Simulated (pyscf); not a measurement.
Structures and frequencies: ωB97X-D3(BJ)/def2-SVP in PySCF. MP2 and CC: frozen core, UHF for open shells. ΔMP2 is the change of the MP2 total energy from the triple- to the quadruple-zeta basis.

Problem. Estimate by transition-state theory (the high-pressure limit) the rate constant of `[SnH2]` [singlet] + `[ClH]` -> `[Cl][SnH3]` (singlet surface; Cl–H broken, Cl–Sn, H–Sn formed) at 298 K, with CCSD(T)/def2-TZVPP + ΔMP2(QZVPP) energies (ideal gas, 1 atm, RRHO with modes under 100 cm⁻¹ raised to 100, one conformer, R ln 2 for rigid chiral ones; no tunnelling).

Solution. The electronic barrier is 10.3 kcal/mol and the thermal terms add +8.7, so ΔG‡ = 19.0 kcal/mol. With k_BT/h = 6.21e+12 s⁻¹ and RT = 0.592 kcal/mol, and a volume of 4.06e-20 cm³ per molecule at 1 atm, k = 3.2e-21 cm³ molecule⁻¹ s⁻¹. The product is born with the 51 kcal/mol of the reverse barrier and needs collisions to keep. Wigner's tunnelling factor for 1182i cm⁻¹ would be 2.36, likely too low at so high a frequency. A shift of 1 kcal/mol in the barrier changes k by a factor 5.4. On the reactant side the descent ends in an adduct with a Cl–Sn contact, 8.4 kcal/mol under the separated species and 17.5 kcal/mol under the saddle at ωB97X-D3(BJ)/def2-TZVP. What is counted as formed (Cl–Sn) is already present as a longer contact in the reactant adduct; forming that adduct is a step of its own. The same reactants have a lower exit, to Cl–SnH: [singlet] + H₂ (barrier -2.1 kcal/mol at ωB97M-D3(BJ), against +12.8 kcal/mol here). This is the saddle that the search found; another between the same sides may lie lower. The CCSD(T) − MP2 part came from Ansatz, without density fitting, on the same reference. The frozen core leaves the outer d or s,p core shells of the metals and heavy elements correlated in the MP2 and CC values, and def2-TZVPP describes them poorly, which can shift differences by a few kcal/mol. Elements past Kr carry the def2 core potentials, without spin-orbit coupling.
